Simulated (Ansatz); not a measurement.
# C3HN: geometry and frequencies at several levels

The task here is to estimate one member of a computed series from the others.

Method: the levels named in each step, in Ansatz 0.2.0.

**The system as given**

Bond lengths: C1–C2 1.264 Å, C2–C3 1.302 Å, C3–N4 1.182 Å, N4–H5 1.001 Å. Angles: C1–C2–C3 177.7°, C2–C3–N4 174.7°, C3–N4–H5 141.5°.

Structure file:

```xyz
5

C     1.9854    0.3211    0.0682
C     0.7415    0.1006    0.0159
C    -0.5480   -0.0795   -0.0143
N    -1.6984   -0.3390   -0.0904
H    -2.6007    0.0301    0.1355
```

The first run:

Contents of input.yaml:

```yaml
crystal:
  periodic: [false, false, false]
  atoms:
    - { symbol: C, position_ang: [1.98538818, 0.32109867, 0.06819562] }
    - { symbol: C, position_ang: [0.74149013, 0.10063628, 0.01585341] }
    - { symbol: C, position_ang: [-0.54796474, -0.07948473, -0.01425518] }
    - { symbol: "N", position_ang: [-1.69838, -0.33904641, -0.09043188] }
    - { symbol: H, position_ang: [-2.60071355, 0.03009618, 0.13550804] }
basis:
  gaussian: { orbitals: def2-TZVPP }
hamiltonian:
  xc: pbe0
  dispersion: d4
phonons: {}
```

Run with:

```console
$ ansatz run input.yaml --threads 2 --pin off --max-ram 5120MiB --backend cpu --events-out ev --progress --plain --runs-dir out
```

Among the steps run: Frequencies, PBE0-D4/def2-TZVPP; Relaxation, PBE-D4/def2-TZVPP; Frequencies, PBE-D4/def2-TZVPP; Relaxation, r2SCAN-D4/def2-TZVPP; Frequencies, r2SCAN-D4/def2-TZVPP; Relaxation, B3LYP-D4/def2-TZVPP; Frequencies, B3LYP-D4/def2-TZVPP; Relaxation, B2PLYP/def2-TZVPP.

One of the session's tables, all rows but one given; the rest of the session is left out.

| level | C1–C2 (Å) | C2–C3 (Å) | C3–N4 (Å) | dipole (D) |
| --- | --- | --- | --- | --- |
| PBE-D4/def2-TZVPP | ? | ? | ? | ? |
| r2SCAN-D4/def2-TZVPP | 1.2697 | 1.3004 | 1.1905 | 5.39 |
| B3LYP-D4/def2-TZVPP | 1.2641 | 1.3013 | 1.1854 | 5.46 |
| B2PLYP/def2-TZVPP | 1.2699 | 1.3035 | 1.1893 | 5.68 |

Q: Estimate the row for PBE-D4/def2-TZVPP from the others.

As computed: C1–C2 (Å): 1.2786; C2–C3 (Å): 1.3071; C3–N4 (Å): 1.1992; dipole (D): 5.36. In the column «C1–C2 (Å)» it is the highest.
